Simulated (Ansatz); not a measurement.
Isomers of S4⁻ (doublet), relaxed with PBE-D4/def2-TZVPD; total energies from Ansatz at PBE0-D4/def2-TZVPD.

```
isomer                              description  energy (Eh)
     A  point group C2h; 3 × S–S 1.99 to 2.15 Å  -1592.36335
     B  point group C2v; 3 × S–S 1.97 to 2.25 Å  -1592.36278
```

The isomers come from a short search, and lower ones may exist.

Q: Work out the relative energies (1 Eh = 2625.5 kJ/mol) and the Boltzmann populations at 800 K from electronic energies alone (R = 8.314 J/mol/K).

A: ΔE: A 0.0, B 1.5 kJ/mol. RT = 6.65 kJ/mol. Factors exp(−ΔE/RT): A 1, B 0.798; sum 1.798. Populations: A 55.6 %, B 44.4 %. Zero-point energy, vibrational entropy and symmetry numbers are left out and can shift these; an error of 4 kJ/mol changes a ratio by a factor of 1.8. Over the other density-functional and correlated levels in def2 sets, the gap between A and B ranges from -3 to 2 kJ/mol.
